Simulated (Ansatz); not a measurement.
This geometry of AlClH2O + H2 (7 atoms, charge 0, multiplicity 1) is a first-order saddle point.

Method: RKS PBE-D4/def2-SVP in Ansatz 0.2.0.

```xyz
7
Properties=species:S:1:pos:R:3
Al -0.048 -0.157 0.255
Cl -0.084 -0.719 2.305
O 1.461 -0.049 -0.549
H 1.928 -0.701 -1.089
H -1.429 -0.007 -0.506
H 0.292 2.072 0.439
H 0.067 1.874 1.155
```

(1) Which two structures does it join? (They come from a converged band through this point; their orientation in space is the band's.)

(2) How far does it lie above each of them?

Results:

(1) No bond is made or broken.

Image 0:

```xyz
7
Properties=species:S:1:pos:R:3
Al -0.098 -0.202 0.140
Cl 0.079 -0.790 2.177
O 1.253 -0.316 -0.907
H 2.137 -0.598 -0.622
H -1.496 0.135 -0.507
H 0.169 2.183 0.505
H 0.143 1.901 1.224
```

Image 8:

```xyz
7
Properties=species:S:1:pos:R:3
Al -0.014 -0.243 0.262
Cl -0.189 -0.687 2.326
O 1.562 -0.423 -0.389
H 1.756 -0.371 -1.338
H -1.308 0.026 -0.614
H 0.287 2.127 0.528
H 0.092 1.885 1.236
```

(2) 0.115 eV above the first and 0.052 eV above the second. This is the barrier of this one path; another mechanism may lie lower.

Run time: 3.8 min on 1 thread of Arm Neoverse V2 (shared host), peak memory 0.12 GiB.
